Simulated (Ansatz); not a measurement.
# AlO2: the cost of one run

Method: def2-QZVPP, core rule «outside noble gas», up to 7 orbitals frozen; program: Ansatz 0.2.0, Gaussian basis.

The runs, in order: UHF; ROHF; CCSD(T) on UHF.

2 further runs of the same task are left out: 2 set aside as unsound or not needed.

## Step 1: The geometry

The geometry is a PBE0/def2-TZVP stationary point (not a proven minimum) of the parent state, kept for this charge and spin.

3 atoms, charge 0, spin multiplicity 4.

Atoms are counted from 1 here; the program's logs count them from 0.

Bond lengths: Al1–O2 1.646 Å, Al1–O3 1.646 Å. Angles: O2–Al1–O3 180.0°.

## Step 2: UHF

Input file in.yaml:

```yaml
crystal:
  periodic: [false, false, false]
  atoms:
    - {symbol: Al, position_ang: [0.000000, 0.000000, 0.000000]}
    - {symbol: O, position_ang: [0.000000, 0.000000, -1.645900]}
    - {symbol: O, position_ang: [0.000000, 0.000000, 1.645900]}
basis:
  gaussian: {orbitals: "def2-QZVPP.json"}
magnetization: {spin_polarized: true, initial_magnetization: 3}
hamiltonian: {xc: hf}
output: {orbitals: {seedname: orbitals}}
```

Run with:

```sh
$ ansatz run in.yaml --threads 1 --pin off --events-out ev --progress --plain --max-ram 2393MiB
```

**Question.** How long does this run take on 1 thread of Arm Neoverse N1, shared host, and how much memory does it need?

About 47 s, with a peak of 0.39 GiB.
